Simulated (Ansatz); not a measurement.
Ansatz (a program for electronic structure) input (PBE/def2-QZVP): A basis named .json is the Basis Set Exchange file of that set (core-valence sets with the plain set on hydrogen).

Ansatz 0.2 input:
```yaml
crystal:
  periodic: [false, false, false]
  atoms:
    - {symbol: F, position_ang: [-0.00000000, -0.00000000, -0.69824324]}
    - {symbol: F, position_ang: [0.00000000, 0.00000000, 0.69824324]}
basis:
  gaussian:
    orbitals: def2-QZVP.json
hamiltonian:
  xc: {name: PBE}
magnetization: {spin_polarized: false}
```

Output:

```
Functional definition: PBE
integrals: 0.01 GiB planned
374 factors; their error is unknown
mean field: 0.21 GiB planned
mean field evaluation 1: about -5426.5721 eV, gradient 1.8e1 eV
mean field evaluation 2: about -5426.7005 eV, gradient 1.3e1 eV
mean field evaluation 4: about -5426.8789 eV, gradient 7.6e-1 eV
mean field evaluation 8: about -5426.8753 eV, gradient 2.0e-3 eV
mean field -5426.87532442 eV, -199.4339897042 hartree, gradient 4.4e-6 eV, S^2 0.000000; 0 other end points of the search recorded, 0 dependent functions left out
reference -5426.87533897 eV, -199.4339902388 hartree; 9, 9 occupied and 105, 105 virtual orbitals, 374 factors
Total energy: -5426.87533897 eV, -199.4339902388 hartree
```
